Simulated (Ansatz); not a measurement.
**SiH₅ (doublet): the correlation ladder at distance H1–H2 along a hydrogen transfer = 0.915 Å, 6-31G**

How much of the correlation energy of SiH₅ (doublet) does each wave-function method recover here?

Computed with Ansatz 0.2.0, Gaussian basis. Level: 6-31G, core rule «outside noble gas», up to 5 orbitals frozen.

The runs, in order: UHF; CCSD(T) on ROHF; CCSD(T) on UHF; BCCD(T) on ROHF; CISD; CCSDT(Q) on ROHF; CCSDT(Q) on UHF; CCSDTQ on ROHF; CASSCF and MRCISD+Q, 3 electrons in 3 orbitals; CASSCF and NEVPT2, 3 electrons in 3 orbitals; CASSCF and MRCISD+Q, 9 electrons in 9 orbitals; CASSCF and NEVPT4(SD), 9 electrons in 9 orbitals; CASSCF and NEVPT2, 9 electrons in 9 orbitals; Full CI.

5 further runs of the same task are left out: 5 that didn't finish.

### Step 1. The system

The geometry derives from fragments relaxed apart (PBE0/def2-TZVP) and kept rigid, so it is no stationary point. A hydrogen atom is moved between rigid fragments.

6 atoms, charge 0, spin multiplicity 2.

Atoms are counted from 1 here; the program's logs count them from 0.

Bond lengths: Si3–H4 1.486 Å, Si3–H5 1.486 Å, Si3–H6 1.486 Å. Angles: H4–Si3–H5 111.3°, H4–Si3–H6 111.3°, H5–Si3–H6 111.3°.

### Step 2. UHF

in.yaml reads:

```yaml
crystal:
  periodic: [false, false, false]
  atoms:
    - {symbol: H, position_ang: [-2.680676, 0.000000, -0.000001]}
    - {symbol: H, position_ang: [-1.765676, 0.000000, -0.000001]}
    - {symbol: Si, position_ang: [0.100324, 0.000000, 0.000000]}
    - {symbol: H, position_ang: [0.550298, -1.416253, 0.000000]}
    - {symbol: H, position_ang: [0.550299, 0.708126, -1.226511]}
    - {symbol: H, position_ang: [0.550297, 0.708127, 1.226511]}
basis:
  gaussian: {orbitals: 6-31G}
magnetization: {spin_polarized: true, initial_magnetization: 1}
hamiltonian: {xc: hf}
output: {orbitals: {seedname: orbitals}}
```

On the command line:

```console
> ansatz run in.yaml --threads 1 --pin off --events-out ev --progress --plain --max-ram 2393MiB
```

After this run come: CCSD(T) on ROHF; CCSD(T) on UHF; BCCD(T) on ROHF; CISD; CCSDT(Q) on ROHF; CCSDT(Q) on UHF; CCSDTQ on ROHF; CASSCF and MRCISD+Q, 3 electrons in 3 orbitals; CASSCF and NEVPT2, 3 electrons in 3 orbitals; CASSCF and MRCISD+Q, 9 electrons in 9 orbitals; CASSCF and NEVPT4(SD), 9 electrons in 9 orbitals; CASSCF and NEVPT2, 9 electrons in 9 orbitals; Full CI.

Before running them: what should the planned runs give, taken together? Wanted: FCI below the RHF energy; RMP2 from FCI; UMP2 from FCI; RCCSD from FCI; RCCSD(T) from FCI; UCCSD(T) from FCI; RCCSDT(Q) from FCI; UCCSDT(Q) from FCI; NEVPT2 pair from FCI.

**Answer**, as computed:

| quantity | value |
| --- | --- |
| FCI below the RHF energy | -2.8285 eV |
| RMP2 from FCI | +19.30 kcal/mol |
| UMP2 from FCI | +18.91 kcal/mol |
| RCCSD from FCI | +0.93 kcal/mol |
| RCCSD(T) from FCI | +0.28 kcal/mol |
| UCCSD(T) from FCI | +0.29 kcal/mol |
| RCCSDT(Q) from FCI | +0.01 kcal/mol |
| UCCSDT(Q) from FCI | +0.01 kcal/mol |
| NEVPT2 pair from FCI | +14.36 kcal/mol |
| NEVPT2 valence from FCI | +4.90 kcal/mol |
| NEVPT4(SD) valence from FCI | +0.96 kcal/mol |
| levels within 1 kcal/mol (43 meV) | RCCSD, UCCSD, RCCSD(T), UCCSD(T), BCCD(T), RCCSDT, UCCSDT, RCCSDT(Q), UCCSDT(Q), RCCSDTQ, NEVPT4(SD) valence, MRCISD valence, MRCISD+Q valence |
| T1 diagnostic | 0.021 |
| effectively unpaired electrons | 1.03 |

What this shows: RCCSD(T) misses by +0.28 kcal/mol, 0.4 % of the correlation energy. One determinant dominates. Of the multireference levels listed MRCISD+Q valence comes nearest in total energy (+0.30 kcal/mol), which doesn't show that its space is the better one. These misses are within one basis, not against nature; the frozen cores of restricted and unrestricted runs differ, which can shift their rows.
